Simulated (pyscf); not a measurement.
Thermochemistry of product channels of H₂P–InH₂ + silylene (SiH₂) [singlet] on the singlet surface, in kcal/mol, from CCSD(T)/def2-TZVPP + ΔMP2(QZVPP) energies (ideal gas, 1 atm, RRHO with modes under 100 cm⁻¹ raised to 100, one conformer, R ln 2 for chiral ones without a mode under 150 cm⁻¹). Single points on ωB97X-D3(BJ)/def2-SVP structures (PySCF, gas phase). MP2 and CC: frozen core, UHF for open shells. ΔMP2 is the change of the MP2 total energy from the triple- to the quadruple-zeta basis.

| products | ΔE | ΔH(298 K) | ΔG(298 K) | ΔG(1200 K) |
|---|---|---|---|---|
| H₃Si–InH–PH₂ | ___ | -60.2 | -49.8 | -19.8 |
| HP=InH + silane (SiH₄) | ___ | -34.3 | -32.4 | -25.4 |
| H₂P–In [singlet] + silane (SiH₄) | -63.1 | -59.6 | -58.1 | -51.8 |
| H₂P–SiH₂–InH₂ | -54.3 | -51.3 | -40.8 | -10.4 |
| H₃Si–PH–InH₂ | -63.7 | -60.7 | -49.8 | -18.2 |

Problem. Some entries are withheld; supply them.

Solution. 
- H₃Si–InH–PH₂, ΔE: -63.9
- HP=InH + silane (SiH₄), ΔE: -36.5

These are energies of the channels, which say nothing of barriers. The CCSD(T) − MP2 part came from Ansatz, without density fitting, on the same reference. The frozen core leaves the outer d or s,p core shells of the metals and heavy elements correlated in the MP2 and CC values, and def2-TZVPP describes them poorly, which can shift differences by a few kcal/mol. Elements past Kr carry the def2 core potentials, without spin-orbit coupling.
